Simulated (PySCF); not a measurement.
# One shape, several levels: AlHOF (SMILES [O][AlH][F])

Wanted: a comparison of 6 runs (UB3LYP/STO-6G, UPBE0/STO-6G, USVWN5/STO-6G, NEVPT2(3,3)/STO-6G, ROCCSD(T)/STO-6G, UCCSD(T)/STO-6G) of AlHOF. 

The calculation is run with PySCF 2.14.0.

11 further runs of the same task are left out: 6 that didn't finish, 5 set aside as unsound or not needed.

### Step 1. The system as given

AlHOF has 4 atoms, charge 0, and is taken as a doublet. SMILES: `[O][AlH][F]`. The coordinates come from a PBE0-D4/def2-TZVP relaxation.

Bond lengths: O1–Al2 1.731 Å, Al2–F3 1.641 Å, Al2–H4 1.564 Å. Angles: O1–Al2–F3 117.5°, O1–Al2–H4 119.2°, F3–Al2–H4 123.3°.

### Step 2. A single-point energy at UB3LYP/STO-6G (run 1)

job.py

```python
from pyscf import gto, dft

molecule = gto.M(
    atom='''
O     -0.128300    -1.061600     1.299400
Al     0.038200     0.026100    -0.037000
F     -1.126500    -0.010300    -1.192200
H      1.272100     0.985600    -0.090400
''',
    basis='sto-6g',
    max_memory=1860,
    spin=1,
    charge=0,
    verbose=3,
)

ks = dft.UKS(molecule, xc='b3lyp')
ks.grids.level = 5
ks.conv_tol = 1e-10
ks.kernel()
if not ks.converged:
    ks = ks.newton().run(ks.mo_coeff, ks.mo_occ)

e_tot = ks.e_tot
print(f'total energy: {e_tot:.8f} hartree')
```

Launch:

```bash
$ OMP_NUM_THREADS=1 python job.py
```

What it wrote:

```text
converged SCF energy = -416.296358257902  <S^2> = 0.75307428  2S+1 = 2.0030719
total energy: -416.29635826 hartree
```

Wall time 6.6 s (1 thread of Arm Neoverse V1, shared host); peak memory 0.21 GiB.

### Step 3. A single-point energy at UPBE0/STO-6G (run 2)

job.py

```python
from pyscf import gto, dft

mol = gto.M(
    atom='O -0.128300 -1.061600 1.299400; Al 0.038200 0.026100 -0.037000; F -1.126500 -0.010300 -1.192200; H 1.272100 0.985600 -0.090400',
    spin=1,
    max_memory=1860,
    basis='sto-6g',
    charge=0,
    verbose=4,
)

myscf = dft.UKS(mol)
myscf.xc = 'pbe0'
myscf.grids.level = 5
myscf.conv_tol = 1e-10
myscf.kernel()
if not myscf.converged:
    myscf = myscf.newton().run(myscf.mo_coeff, myscf.mo_occ)

e_tot = myscf.e_tot
print('E = %.10f Eh' % e_tot)
```

Launch:

```bash
$ OMP_NUM_THREADS=1 python job.py
```

What it wrote:

```text
PySCF version 2.14.0

[INPUT] num. atoms = 4
[INPUT] num. electrons = 31
[INPUT] charge = 0
[INPUT] spin (= nelec alpha-beta = 2S) = 1
[INPUT] symmetry False subgroup None
[INPUT] Mole.unit = angstrom
[INPUT] Symbol           X                Y                Z      unit          X                Y                Z       unit  Magmom
[INPUT]  1 O     -0.128300000000  -1.061600000000   1.299400000000 AA   -0.242451861782  -2.006133253838   2.455510126260 Bohr   0.0
[INPUT]  2 Al     0.038200000000   0.026100000000  -0.037000000000 AA    0.072187537958   0.049321851851  -0.069919866609 Bohr   0.0
[INPUT]  3 F     -1.126500000000  -0.010300000000  -1.192200000000 AA   -2.128776479323  -0.019464179083  -2.252931485706 Bohr   0.0
[INPUT]  4 H      1.272100000000   0.985600000000  -0.090400000000 AA    2.403920603059   1.862514068371  -0.170831241661 Bohr   0.0

nuclear repulsion = 90.3172774147484
number of shells = 12
number of NR pGTOs = 120
number of NR cGTOs = 20
basis = sto-6g
ecp = {}

[... 33 lines left out ...]
WARN: HOMO -0.373364574851763 >= LUMO -0.373364574851764
[... 54 lines left out ...]
converged SCF energy = -416.029909905054  <S^2> = 0.75320482  2S+1 = 2.0032023
E = -416.0299099051 Eh
```

Run time: 6 s. Hardware: 1 thread of Arm Neoverse V1, shared host; peak memory 0.21 GiB.

Run 3 isn't shown in full; the table further down has it.

### Step 4. A single-point energy at NEVPT2(3,3)/STO-6G (run 4)

job.py

```python
# [O][AlH][F]
import numpy
from pyscf import gto, scf, mp, mcscf, mrpt

mol = gto.M(
    atom='''
O       -0.128300      -1.061600       1.299400
Al       0.038200       0.026100      -0.037000
F       -1.126500      -0.010300      -1.192200
H        1.272100       0.985600      -0.090400
''',
    verbose=3,
    max_memory=1860,
    basis='sto-6g',
    spin=1,
)

myscf = mol.ROHF()
myscf.conv_tol = 1e-10
myscf.kernel()
if not myscf.converged:
    myscf = myscf.newton().run(myscf.mo_coeff, myscf.mo_occ)

pt = mp.MP2(scf.addons.convert_to_uhf(myscf)).run()
noons, natorbs = mcscf.addons.make_natural_orbitals(pt)
print('natural occupations', numpy.round(noons[:40], 4))
cas = mcscf.CASSCF(myscf, 3, 3)
cas.fix_spin_(ss=0.75)
cas.natorb = True
cas.kernel(natorbs)
e_pt2 = mrpt.NEVPT(cas).kernel()
etot = cas.e_tot + e_pt2
print('Final energy', etot)
```

Launch:

```bash
$ OMP_NUM_THREADS=1 python job.py
```

What it wrote:

```text
converged SCF energy = -415.120473475086
E(UMP2) = -415.184317511835  E_corr = -0.0638440367485939
E(SCS-UMP2) = -415.18730147772  E_corr = -0.066828002633675
natural occupations [2.     2.     2.     1.9998 1.9996 1.9995 1.9995 1.9994 1.9993 1.9974
 1.9939 1.9934 1.9892 1.9852 1.9839 0.9997 0.0237 0.0139 0.012  0.0105]
CASSCF energy = -415.135850585562
CASCI E = -415.135850585562  E(CI) = -3.42450272192258  S^2 = 0.7500000
Sr    (-1)',   E = -0.00094037053672
Si    (+1)',   E = -0.00037856890904
Sijrs (0)  ,   E = -0.03175940174696
Sijr  (+1) ,   E = -0.00826048030639
Srsi  (-1) ,   E = -0.00174362119312
Srs   (-2) ,   E = -0.00007664975585
Sij   (+2) ,   E = -0.00114104716258
Sir   (0)' ,   E = -0.00785252980281
Nevpt2 Energy = -0.052152669413476
Final energy -415.1880032549757
```

Wall time 1.9 s (1 thread of Arm Neoverse V1, shared host); peak memory 0.12 GiB.

Run 5 isn't shown in full; the table further down has it.

### Step 5. The energy at UCCSD(T)/STO-6G (run 6)

job.py

```python
from pyscf import gto, scf, cc

mol = gto.Mole()
mol.atom = '''
O   -0.128300  -1.061600   1.299400
Al   0.038200   0.026100  -0.037000
F   -1.126500  -0.010300  -1.192200
H    1.272100   0.985600  -0.090400
'''
mol.spin = 1
mol.basis = 'sto-6g'
mol.max_memory = 1860
mol.verbose = 3
mol.build()

mf = scf.UHF(mol)
mf.conv_tol = 1e-10
mf.kernel()
if not mf.converged:
    mf = mf.newton().run(mf.mo_coeff, mf.mo_occ)

mycc = cc.CCSD(mf, frozen=7)
mycc.kernel()
e_t = mycc.ccsd_t()
e_tot = mycc.e_tot + e_t
print('E = %.10f Eh' % e_tot)
```

Launch:

```bash
$ OMP_NUM_THREADS=1 python job.py
```

What it wrote:

```text
converged SCF energy = -415.121612403924  <S^2> = 0.75567704  2S+1 = 2.005669
E(UCCSD) = -415.1946758779656  E_corr = -0.07306347404175041
UCCSD(T) correction = -0.00468111774032741
E = -415.1993569957 Eh
```

Wall time 1.1 s (1 thread of Arm Neoverse V1, shared host); peak memory 0.1 GiB.

### Step 6. The series

| run | level | integration grid | active selection | energy (Eh) | dipole moment (D) of the reference | HOMO energy (eV) | LUMO energy (eV) | wall time |
| --- | --- | --- | --- | --- | --- | --- | --- | --- |
| 1 | UB3LYP/STO-6G | 5 | – | -416.296358 | 0.58 | -3.39 | 0.99 | 6.6 s |
| 2 | UPBE0/STO-6G | 5 | – | -416.029910 | 0.63 | -3.68 | 1.64 | 6 s |
| 3 | USVWN5/STO-6G | 5 | – | -413.975708 | 0.60 | -1.76 | -1.39 | 3.6 s |
| 4 | NEVPT2(3,3)/STO-6G | – | mp2 natural orbitals | -415.188003 | 1.03 | – | – | 1.9 s |
| 5 | ROCCSD(T)/STO-6G | – | – | -415.199348 | 1.03 | – | – | 1.2 s |
| 6 | UCCSD(T)/STO-6G | – | – | -415.199357 | 1.02 | -8.54 | 9.48 | 1.1 s |

### Step 7. Outcome

```
                                                         quantity          value
                                              run 6: total energy  -415.19936 Eh
                      run 6: dipole moment (Hartree–Fock density)         1.02 D
run 6: HOMO energy (Hartree–Fock orbitals) (highest over α and β)       -8.54 eV
 run 6: LUMO energy (Hartree–Fock orbitals) (lowest over α and β)        9.48 eV
               run 6: correlation energy (7 core orbitals frozen)      -77.7 mEh
                                            run 6: (T) correction      -4.68 mEh
                         run 6: ⟨S²⟩ of the reference determinant          0.756
                                             run 6: T1 diagnostic          0.017
```

Over runs 1, 2, 3 the dipole moment (its size) runs from 0.58 D (UB3LYP/STO-6G) to 0.63 D (UPBE0/STO-6G). Totals of different functionals can't be ranked against each other. In runs 1, 2, 3, 4, 5, 6 the basis is minimal, so the values are rough. All runs together took 20 s, the longest 6.6 s.
